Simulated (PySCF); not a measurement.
Compound: 2,2-dimethylbutane, C6H14.
InChI=1S/C6H14/c1-5-6(2,3)4/h5H2,1-4H3

The geometry is computed with GFN2-xTB (gas phase).

Take the most abundant isotopes and a rigid rotor. 

Problem. What are A, B and C (MHz)?

Solution. Ia = 116.73, Ib = 200.42, Ic = 201.25 u·Å²; 505379 MHz·u·Å²/I gives A = 4330, B = 2522, C = 2511 MHz.

Problem. What kind of rotor is it?

Solution. A near-prolate asymmetric top. Ray's parameter κ = (2B − A − C)/(A − C) = -0.989; −1 is the prolate and +1 the oblate limit.

Problem. What does the inertial defect say?

Solution. Not planar: Δ = Ic − Ia − Ib = -115.90 u·Å². For a rigid frame Δ = −2 Σ m c², so Σ m c² = 57.95 u·Å² lies off the ab plane: 20.49 from hydrogen and 37.46 from heavier atoms. The atom farthest from that plane is 2.15 Å away.

Problem. Give the other two planar moments, Paa and Pbb, and the rms extents of the mass along the axes.

Solution. Paa = Σ m a² = (Ib + Ic − Ia)/2 = 142.47 and Pbb = Σ m b² = (Ia + Ic − Ib)/2 = 58.78 u·Å². With the mass M = 86.11 u, the rms extents √(P/M) along a, b and c are 1.29, 0.83, 0.82 Å.

Problem. Give the coordinates in the principal-axis frame, origin at the centre of mass.

Solution. The sense of each axis is arbitrary; atoms in the order of the calculation.
| atom | mass (u) | a (Å) | b (Å) | c (Å) |
| --- | --- | --- | --- | --- |
| C1 | 12.000 | 2.170 | 0.005 | 0.000 |
| C2 | 12.000 | 0.879 | 0.816 | 0.002 |
| C3 | 12.000 | -0.426 | -0.002 | 0.000 |
| C4 | 12.000 | -1.598 | 0.987 | 0.004 |
| C5 | 12.000 | -0.525 | -0.876 | -1.252 |
| C6 | 12.000 | -0.523 | -0.884 | 1.247 |
| H7 | 1.008 | 2.241 | -0.626 | 0.882 |
| H8 | 1.008 | 2.240 | -0.623 | -0.885 |
| H9 | 1.008 | 3.023 | 0.681 | 0.000 |
| H10 | 1.008 | 0.876 | 1.462 | 0.883 |
| H11 | 1.008 | 0.877 | 1.466 | -0.876 |
| H12 | 1.008 | -1.563 | 1.619 | 0.888 |
| H13 | 1.008 | -2.546 | 0.455 | 0.002 |
| H14 | 1.008 | -1.563 | 1.626 | -0.875 |
| H15 | 1.008 | -0.409 | -0.273 | -2.150 |
| H16 | 1.008 | 0.240 | -1.648 | -1.253 |
| H17 | 1.008 | -1.496 | -1.365 | -1.291 |
| H18 | 1.008 | 0.243 | -1.656 | 1.240 |
| H19 | 1.008 | -0.407 | -0.287 | 2.148 |
| H20 | 1.008 | -1.493 | -1.374 | 1.284 |

Problem. Where do the levels up to J = 2 lie, in cm⁻¹?

Solution. Above 0(0,0):
J = 1: 1(0,1) 0.1679, 1(1,1) 0.2282, 1(1,0) 0.2285
J = 2: 2(0,2) 0.5036, 2(1,2) 0.5636, 2(1,1) 0.5646, 2(2,1) 0.7455, 2(2,0) 0.7455

Whether it is a minimum is left open (no frequencies). No vibrational averaging or centrifugal distortion is included, and the geometry carries the error of its method.

Shape of the structure used: `[CH3:1][CH2:2][C:3]([CH3:4])([CH3:5])[CH3:6]`: C1–C2–C3–C4 180°.
